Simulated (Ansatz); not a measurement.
fcc Au was calculated with B3LYP (VWN-RPA form) (PAW; Ansatz, an electronic-structure program).

Run with plane-wave cutoff 460 eV, 14×14×14 k mesh, Fermi–Dirac smearing 0.05 eV, scalar-relativistic PAW data made under PBE.

Computed at the level's own relaxed cell.

### Question
Estimate the equilibrium volume per atom, bulk modulus B0 and equilibrium lattice constant a that the calculation returns.

### Answer

* **equilibrium volume per atom**: 18.90 Å³/atom
* **bulk modulus B0**: 111 GPa
* **equilibrium lattice constant a**: 4.229 Å

Measured, for comparison: equilibrium volume per atom 16.76 Å³/atom, lattice constant a 4.062 Å (static lattice: zero-point anharmonic expansion removed; as tabulated in Mejia-Rodriguez and Trickey (2018), arXiv:1807.09216); bulk modulus 182 GPa (0 K value with the zero-point phonon effect removed, our sources range from 175 to 182; as tabulated in Mejia-Rodriguez and Trickey (2018), arXiv:1807.09216). Computed (rounded) less measured: equilibrium volume per atom +12.8 %, bulk modulus -39 % (-37 % to -39 % over the range), lattice constant a +4.1 %.

Note: the cell is over a tenth larger than the published one (another phase or state, or a fault of the published cell, is possible).

Spin–orbit coupling is not included; it can shift volumes and moduli of such heavy elements.

Static lattice: no zero-point or thermal effects.
